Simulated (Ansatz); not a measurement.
Species, as SMILES: [O+]#[Si-] (O-Si).
Atoms: Si1, O2. Bonds: Si1-O2.

Basis-set convergence of the highest harmonic wavenumber at MP2 with Ansatz (an electronic-structure program). Each level at its own minimum, finite differences of forces, unscaled; the reference is a large set that could be run, not a limit. All functions are spherical. Cores are frozen. The T1 diagnostic of CCSD is high for at least one species. No added dispersion term, no relativity. Reference: the value in aug-cc-pV(Q+d)Z, 1192 cm⁻¹, itself unsure by roughly 6 cm⁻¹ (its mean distance from def2-QZVPP, cc-pV(Q+d)Z, aug-cc-pV(T+d)Z). Deviations are taken from unrounded values. Cost is core time over that of cc-pV(D+d)Z, rough, on shared machines of one kind; a dash marks a row that isn't timed (too short, read off another run, short of memory, by another algorithm or on other hardware).

```json
[
 {"basis": "def2-SVP", "functions": "32", "highest harmonic wavenumber (cm⁻¹)": "1181", "minus reference (cm⁻¹)": "-11", "cost": "-"},
 {"basis": "cc-pV(D+d)Z", "functions": "37", "highest harmonic wavenumber (cm⁻¹)": "1152", "minus reference (cm⁻¹)": "-40", "cost": "1×"},
 {"basis": "pcseg-2", "functions": "64", "highest harmonic wavenumber (cm⁻¹)": "1200", "minus reference (cm⁻¹)": "8", "cost": "2×"},
 {"basis": "def2-TZVP", "functions": "68", "highest harmonic wavenumber (cm⁻¹)": "1195", "minus reference (cm⁻¹)": "3", "cost": "2×"},
 {"basis": "cc-pV(T+d)Z", "functions": "69", "highest harmonic wavenumber (cm⁻¹)": "1200", "minus reference (cm⁻¹)": "8", "cost": "2×"},
 {"basis": "def2-TZVPP", "functions": "73", "highest harmonic wavenumber (cm⁻¹)": "1193", "minus reference (cm⁻¹)": "1", "cost": "2×"},
 {"basis": "jun-cc-pV(T+d)Z", "functions": "87", "highest harmonic wavenumber (cm⁻¹)": "1186", "minus reference (cm⁻¹)": "-6", "cost": "2×"},
 {"basis": "aug-cc-pV(T+d)Z", "functions": "101", "highest harmonic wavenumber (cm⁻¹)": "1185", "minus reference (cm⁻¹)": "-8", "cost": "5×"},
 {"basis": "cc-pCVTZ", "functions": "102", "highest harmonic wavenumber (cm⁻¹)": "1200", "minus reference (cm⁻¹)": "7", "cost": "6×"}
]
```
